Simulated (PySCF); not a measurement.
**How well do the runs reproduce experiment for CCl3F?**

**What was measured.**

From NIST CCCBDB Release 22 (SRD 101), experimental dipoles, for the gas: dipole moment (microwave Stark effect, vibrational ground state) 0.46 ± 0.02 D.

The runs below try to reproduce these values; the comparison stands at the end.

CCl3F.
Numbering: `[F:1][C:2]([Cl:3])([Cl:4])[Cl:5]`

Geometry (PBE0-D3(BJ)/def2-SVP, Å), atoms numbered from 1 in this order:
```xyz
5
CCl3F angstrom
F      0.132    0.656   -1.234
C      0.014    0.028   -0.072
Cl     1.222    0.673    1.044
Cl    -1.613    0.308    0.558
Cl     0.280   -1.700   -0.333
```

The PySCF runs (gas phase, on this PBE0-D3(BJ)/def2-SVP geometry; no spin–orbit coupling):

```csv
level,job,basis functions,wall time
"PBE0-D3(BJ)/def2-SVP, grid level 1",geometry optimisation from a GFN2-xTB start shaken at random,82,16 s
```

Hardware: one thread, Arm Neoverse V1 (aarch64) (shared host).

## Comparison

**Dipole moment.** Measured: 0.46 D (NIST CCCBDB Release 22 (SRD 101), experimental dipoles).

```json
{"level": "PBE0-D3(BJ)/def2-SVP", "computed (D)": "0.30", "computed − measured (D)": "-0.16", "% (from the printed values)": "-35"}
```

The computed dipoles belong to one fixed geometry; measured ones are averaged over vibrations unless marked μe. Magnitudes are compared, not signs.

The geometry is computed, not the measured one. Where a level misses, the cause wasn't examined.
